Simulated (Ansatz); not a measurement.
Results of PBE (plane waves, PAW; Ansatz, a first-principles code) for tetradymite Bi2Se3.

Numerical settings: plane-wave cutoff 520 eV, 10×10×10 k mesh, Fermi–Dirac smearing 0.01 eV, scalar-relativistic PAW data made under PBE.

Properties against volume:

Shape and atoms are relaxed at each volume.

| V (Å³/atom) | P (GPa) | direct gap at Γ (eV) | c (Å) | a (Å) |
|---|---|---|---|---|
| 30.528 | 0.35 | 0.509 | 30.223 | 4.183 |
| 31.164 | 0.14 | 0.618 | 30.793 | 4.187 |
| 31.800 | 0.01 | 0.721 | 31.380 | 4.190 |
| 32.436 | -0.06 | 0.816 | 31.995 | 4.190 |
| 33.072 | -0.08 | 0.900 | 32.626 | 4.190 |

A straight line through the gaps at Γ against ln V gives a volume deformation potential dE_g(Γ)/d ln V of 4.9 eV: the gap at Γ narrows under compression.

Measured, for comparison: band gap 0.3 eV (temperature not stated, not corrected to a static lattice; as tabulated in Park and Ryu (2016), arXiv:1610.06451).

Note: for a layered or molecular solid the relaxed cell lies over 5 % above the published volume, where the minimum can be shallow; the cell comes from a level without a dispersion term, which matters for the spacing of layers, chains or molecules.

Spin–orbit coupling is not included; with these elements it can move the gap by several tenths of an eV or more.
